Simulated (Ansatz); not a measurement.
## C2H7N, singlet: the ladder up to RCCSDTQ

Geometry: MP2(full)/6-31G*, from the G2/97 set.

```xyz
10

C     1.2512   -0.3695    0.0000
C     0.0412    0.5600    0.0000
N    -1.2641   -0.1034    0.0000
H     2.1905    0.1926    0.0000
H     1.2430   -1.0137    0.8849
H     1.2430   -1.0137   -0.8849
H     0.0758    1.2150   -0.8765
H     0.0758    1.2150    0.8765
H    -1.3311   -0.7143    0.8131
H    -1.3311   -0.7143   -0.8131
```

Basis STO-3G; Ansatz 0.2.0. Only valence electrons are correlated (noble-gas cores frozen), which leaves 20 electrons in 19 orbitals. Prefix R: restricted or restricted open-shell reference. Active spaces: frontier = (8e, 8o) about the gap.

Full CI isn't at hand for all of this; RCCSDTQ serves as the reference, and is uncertain by about the last step of the cluster series.

```
UHF ⟨S²⟩                          : 0.000
T1 diagnostic (RCCSD)             : 0.0038
largest doubles amplitude (RCCSD) : 0.037
```

```json
{"level": "RMP2", "E − E(RHF) (eV)": "-4.0585"}
{"level": "RCCSD", "E − E(RHF) (eV)": "-5.4394"}
{"level": "RCCSD(T)", "E − E(RHF) (eV)": "-5.4688"}
```

**Question.** Estimate how far RCCSDTQ in STO-3G lies from RCCSD(T). The table doesn't fix it; the size of (T) and the diagnostics are the guide.

**Answer.** RCCSDTQ in STO-3G lies 12 meV below RCCSD(T), which is 42 % of the (T) step (-29 meV). The diagnostics give no warning, yet the rest is a sizeable part of (T).

The other levels:

| level | E − E(RCCSDTQ) (meV) | share of correlation (%) | wall time |
| --- | --- | --- | --- |
| CISD | 466 | 91.50 | 0.48 s |
| BCCD(T) | 12 | 99.77 | 0.3 s |
| RCCSDT | 5 | 99.91 | – |
| CISDTQ | 23 | 99.59 | 14 s (H100) |
| RCCSDT(Q) | 1 | 99.99 | 1.6 s |
| CASSCF (frontier space) | 3439 | 37.25 | – |
| MRCISD (frontier space) | 190 | 96.53 | – |
| MRCISD+Q (frontier space) | -10 | 100.19 | 14 s |

The correlation energy at RCCSDTQ, counted from RHF, is -5.481 eV. That run took 35 s on 1 thread of AMD EPYC 7R13, shared host.

Times hold each run's SCF and search for its determinant on a shared host, so for small cases they say little of a method's own cost; rows without a card ran on 1 thread of AMD EPYC 7R13.

Atomization energy (electronic, same basis, no zero-point term; atoms at the same level, unrestricted beside the R rows where the molecule is a closed shell, with restricted open-shell steps beyond CCSDT(Q)) at RCCSDTQ: 3658.6 kJ/mol. Errors of other levels:

```csv
level,error (kJ/mol)
RHF,-422.6
RMP2,-82.7
CISD,-44.9
RCCSD,-4.0
RCCSD(T),-1.2
BCCD(T),-1.2
RCCSDT,-0.5
CISDTQ,-2.2
RCCSDT(Q),-0.1
```

This basis is far from its limit, so the value isn't to be set against a measured one. Truncated CI isn't size-consistent, which counts against it in atomization.
